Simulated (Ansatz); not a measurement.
# BH3 (borane): levels of theory compared

Wanted: a comparison of 6 runs (HF/3-21G, UPBE/3-21G, r2SCAN0/3-21G, RPA@PBE/3-21G, CCSD/3-21G, UCCSD(T)/6-31G*) of BH3 (borane). 

Program for the calculation: Ansatz 0.2.0.

54 further runs of the same task are left out: 54 set aside as unsound or not needed.

## (1) The structure to begin with

BH3 has 4 atoms, charge 0, and is taken as a singlet. SMILES: `B`. The H2–B1 distance was set to 2.984 Å, away from the relaxed value. At this shape a bond of the SMILES string is far longer than usual.

Bond lengths: B1–H3 1.193 Å, B1–H4 1.193 Å. Angles: H3–B1–H4 120.0°.

## (2) A single-point energy at HF/3-21G (run 1)

The input, molecule.yaml:

```yaml
basis:
  gaussian:
    orbitals: 3-21G.json
crystal:
  periodic: [false, false, false]
  atoms:
    - {symbol: B, position_ang: [-1.438531, -0.610292, -0.865939]}
    - {symbol: H, position_ang: [0.982200, 0.381700, 0.568800]}
    - {symbol: H, position_ang: [-1.728631, -1.766992, -0.817839]}
    - {symbol: H, position_ang: [-2.116831, 0.149708, -1.487739]}
hamiltonian:
  xc: hf
accuracy: high
```

The basis set 3-21G is read from a file made from the Basis Set Exchange's data (not shown).

Run with:

```
$ ansatz run molecule.yaml --threads 1 --pin off --max-ram 2610MiB --events-out events.jsonl --progress --plain --runs-dir runs
```

The log of the run:

```text
Warning: RAYON_NUM_THREADS=1 ignored (pool sized by the plan → 1); use --threads N
Functional definition: HF
  name "HF"
  exchange = exact_x
  correlation = 0
284 factors; integrals over basis functions are off by at most 3.0e-9 eV
mean field evaluation 1: about -705.6326 eV, gradient 1.6e1 eV
mean field evaluation 2: about -705.6238 eV, gradient 1.6e1 eV
mean field evaluation 4: about -707.5967 eV, gradient 1.7e0 eV
mean field evaluation 8: about -707.6162 eV, gradient 5.1e-4 eV
mean field -707.61623451 eV, -26.0044169788 hartree, gradient 1.3e-8 eV, S^2 0.000000; 0 other end points of the search recorded, 0 dependent functions left out
reference -707.61623451 eV, -26.0044169788 hartree; 4, 4 occupied and 11, 11 virtual orbitals, 284 factors
Total energy: -707.61623451 eV, -26.0044169788 hartree
```

Run time: 0.08 s. Hardware: 1 thread of Arm Neoverse V1, shared host.

## (3) The energy at UPBE/3-21G (run 2)

molecule.yaml: that of step 2 with these lines changed.

```diff
@@ -1,4 +1 @@
-basis:
-  gaussian:
-    orbitals: 3-21G.json
 crystal:
@@ -10,4 +7,6 @@
     - {symbol: H, position_ang: [-2.116831, 0.149708, -1.487739]}
-hamiltonian:
-  xc: hf
+basis:
+  gaussian: {orbitals: 3-21G.json}
 accuracy: high
+hamiltonian: {xc: {name: PBE}}
+magnetization: {spin_polarized: true}
```

The basis set 3-21G is read from a file made from the Basis Set Exchange's data (not shown).

Run with:

```
$ ansatz run molecule.yaml --threads 1 --pin off --max-ram 2610MiB --events-out events.jsonl --progress --plain --runs-dir runs
```

The log of the run:

```text
Warning: RAYON_NUM_THREADS=1 ignored (pool sized by the plan → 1); use --threads N
Functional definition: PBE
  name "PBE"
  parameter kappa = 0.804
  parameter beta = 0.06672455060314922
  exchange = pbe_x(kappa = kappa, mu = beta*pi^2/3)
  correlation = pbe_c(beta = beta)
284 factors; integrals over basis functions are off by at most 3.0e-9 eV
mean field evaluation 1: about -712.9741 eV, gradient 5.4e0 eV
mean field evaluation 2: about -711.4414 eV, gradient 1.1e1 eV
mean field evaluation 4: about -713.1906 eV, gradient 1.1e0 eV
mean field evaluation 8: about -713.2066 eV, gradient 2.7e-1 eV
mean field evaluation 16: about -713.1831 eV, gradient 2.0e-6 eV
mean field evaluation 32: about -713.2008 eV, gradient 6.9e0 eV
mean field -713.65536478 eV, -26.2263509226 hartree, gradient 1.9e-8 eV, S^2 0.820307; 3 other end points of the search recorded, 0 dependent functions left out
reference -713.65536679 eV, -26.2263509964 hartree; 4, 4 occupied and 11, 11 virtual orbitals, 284 factors
Total energy: -713.65536679 eV, -26.2263509964 hartree
```

Wall time 1.7 s (1 thread of Arm Neoverse V1, shared host); peak memory 0.094 GiB.

Runs 3 to 5 aren't shown in full; the table further down has their settings and results.

## (4) The energy at UCCSD(T)/6-31G(d) (spherical functions) (run 6)

The input, input.yaml:

```yaml
crystal:
  periodic: [false, false, false]
  atoms:
    - {symbol: B, position_ang: [-1.438531, -0.610292, -0.865939]}
    - {symbol: H, position_ang: [0.982200, 0.381700, 0.568800]}
    - {symbol: H, position_ang: [-1.728631, -1.766992, -0.817839]}
    - {symbol: H, position_ang: [-2.116831, 0.149708, -1.487739]}
basis:
  gaussian:
    orbitals: 6-31G_st_-spherical.json
magnetization:
  spin_polarized: true
  initial_magnetization: 0
correlation:
  method: ccsd_t
  frozen_orbitals: {B: 1, H: 0}
accuracy: high
scf:
  omitted_lower_state_checks: [cluster_reference, increment]
```

The basis set 6-31G* is read from a file made from the Basis Set Exchange's data (not shown).

Run with:

```
$ ansatz run input.yaml --threads 1 --pin off --max-ram 2610MiB --events-out events.jsonl --progress --plain --runs-dir runs
```

The log of the run:

```text
Warning: RAYON_NUM_THREADS=1 ignored (pool sized by the plan → 1); use --threads N
[... 13 lines left out ...]
1 core orbitals not correlated: weight in the atoms' cores, before any rotation towards them, 1.000 or more for the frozen orbitals, at most 0.000 for the correlated occupied ones
[... 35 lines left out ...]
Total energy: -716.31514849 eV, -26.3240961710 hartree
Checks for a lower state left out: cluster_reference, increment
```

Run time: 0.34 s. Hardware: 1 thread of Arm Neoverse V1, shared host.

## (5) Overview of the runs

```tsv
run	level	frozen core orbitals	energy (Eh)	wall time
1	HF/3-21G	–	-26.004417	0.08 s
2	UPBE/3-21G	–	-26.226351	1.7 s
3	r2SCAN0/3-21G	–	-26.220575	1.1 s
4	RPA@PBE/3-21G	1	-26.193479	0.69 s
5	CCSD/3-21G	1	-26.154241	0.12 s
6	UCCSD(T)/6-31G* (spherical functions)	1	-26.324096	0.34 s
```

## (6) Summary of results

| quantity | value |
| --- | --- |
| run 6: total energy | -26.32410 Eh |
| run 6: correlation energy (1 core orbital frozen) | -75.1 mEh |
| run 6: (T) correction | -2.10 mEh |
| run 6: ⟨S²⟩ of the reference determinant | 0.953 |
| run 6: T1 diagnostic | 0.032 |

**Reading.** Totals of different functionals can't be ranked against each other. In run 5 the T1 diagnostic is large, so a single reference may not serve. In runs 4, 5 the log says that unrestricted orbitals would lower the reference, so the values rest on an unstable closed-shell determinant (other closed-shell runs at this shape may share the fault). Spin contamination of the reference: run 6 ⟨S²⟩ = 0.95, run 2 ⟨S²⟩ = 0.82. Where it is this large, the reference is a mixture of spin states, and values that rest on it are in doubt. All runs together took 4.1 s, the longest 1.7 s.
